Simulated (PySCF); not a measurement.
**BH₆S−, a complex of two parts: interaction energy**

The task here is to estimate one member of a computed series from the others.

Computed with PySCF 2.14.0; each step states its level. No surroundings beyond the atoms listed, unless a continuum is named. Atoms count from 0, parts from 1.

## The system as given

8 atoms, charge -1, multiplicity 1; geometry: GFN2-xTB. Parts: 1 = atoms 0–4, `[BH4-]`, charge -1; 2 = atoms 5–7, `S`, charge 0.

The first run:

The job: settings as JSON, then the geometry in Å.

```
{"job": {"xc": "PBE0", "basis": "def2-SVPD", "d3": "d3bj", "grid": 2, "kind": "geom", "shake": 0.01}, "charge": -1, "multiplicity": 1, "parts": [{"atoms": "0-4", "charge": -1, "multiplicity": 1}, {"atoms": "5-7", "charge": 0, "multiplicity": 1}]}
B      0.051283     0.054649    -0.099927
H      0.641835     0.953072    -0.665337
H      0.624678    -0.377668     0.822907
H     -0.288157    -0.778747    -0.879433
H     -1.029201     0.605173     0.359716
S     -3.232680     2.110989     0.935093
H     -2.019295     1.255950     0.666852
H     -2.928830     2.830988    -0.143515
```

Run with:

```sh
$ OMP_NUM_THREADS=1 python cluster_run.py task.json out
```

One launch serves the whole session: the jobs run in the order shown.

Among the steps run: Optimising the geometry at PBE0-D3(BJ)/def2-SVPD; Coupled-cluster interaction energy: CCSD(T) and MP2.

One table of the session follows, with a row left open; its other results are not shown here.

It belongs to the step «Coupled-cluster interaction energy: CCSD(T) and MP2». 

```
                 method  interaction energy (kcal/mol)
         HF/aug-cc-pVDZ                          -6.08
        MP2/aug-cc-pVDZ                         -10.58
       CCSD/aug-cc-pVDZ                          -9.03
    CCSD(T)/aug-cc-pVDZ                          -9.65
         HF/aug-cc-pVTZ                          -5.74
        MP2/aug-cc-pVTZ                         -11.24
    SCS-MP2/aug-cc-pVTZ                              ?
      MP2, extrapolated                         -11.65
CCSD(T), limit estimate                         -10.73
```

Q: Estimate the row for SCS-MP2/aug-cc-pVTZ from the others.

**Answer.** interaction energy (kcal/mol): -9.69. In the column «interaction energy (kcal/mol)» it lies between MP2/aug-cc-pVDZ (-10.58) and CCSD(T)/aug-cc-pVDZ (-9.65).

Caveats from the session: The interaction energy leaves out the deformation of the parts, 1.43 kcal/mol (MP2); added to the CCSD(T) estimate it gives a binding of about -9.30 kcal/mol.
